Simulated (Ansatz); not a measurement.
The input, for Ansatz 0.2.0:

```yaml
crystal:
  periodic: [false, false, false]
  atoms:
    - {symbol: Sb, position_ang: [0.000000, -0.019283, 0.000000]}
    - {symbol: H, position_ang: [0.000000, 1.164716, -1.206951]}
    - {symbol: H, position_ang: [0.000000, 1.164716, 1.206951]}
basis:
  gaussian: {orbitals: def2-SVP}
total_charge: 1
magnetization: {spin_polarized: false, initial_magnetization: 2}
correlation: {method: sc_nevpt2, electrons: outside_noble_gas, active_space: {window: {electrons: 6, orbitals: 6}, shells: [{species: H, l: s, shell: 1}, {species: Sb, l: s, shell: 5}, {species: Sb, l: p, shell: 5}]}}
```

```sh
$ ansatz run in.yaml --threads 1 --pin off --events-out ev --progress --plain --max-ram 2393MiB
```

Log:

```
769 factors; integrals over basis functions are off by at most 1.6e-7 eV
mean field evaluation 1: about -6531.6448 eV, gradient 7.2e0 eV
mean field evaluation 2: about -6531.6782 eV, gradient 7.2e0 eV
mean field evaluation 4: about -6532.1011 eV, gradient 7.8e-1 eV
mean field evaluation 8: about -6532.1105 eV, gradient 3.9e-3 eV
mean field -6532.11045442 eV, -240.0506315766 hartree, gradient 2.0e-6 eV, S^2 2.000000; 0 other end points of the search recorded, 0 dependent functions left out
reference -6532.11045442 eV, -240.0506315766 hartree; 13, 11 occupied and 23, 25 virtual orbitals, 769 factors
state -6533.19951843 eV, -240.0906539407 hartree
state -6533.19951843 eV, -240.0906539407 hartree; corrected -6534.24957075 eV, -240.1292426518 hartree
Total energy: -6534.24957075 eV, -240.1292426518 hartree
Checks for a lower state left out: starts, orbital_swaps
```

For the same geometry and basis full CI lies 392.5 meV lower.

Ran on 1 thread of Arm Neoverse V1, shared host: 0.81 s wall, 0.09 GiB peak host memory.
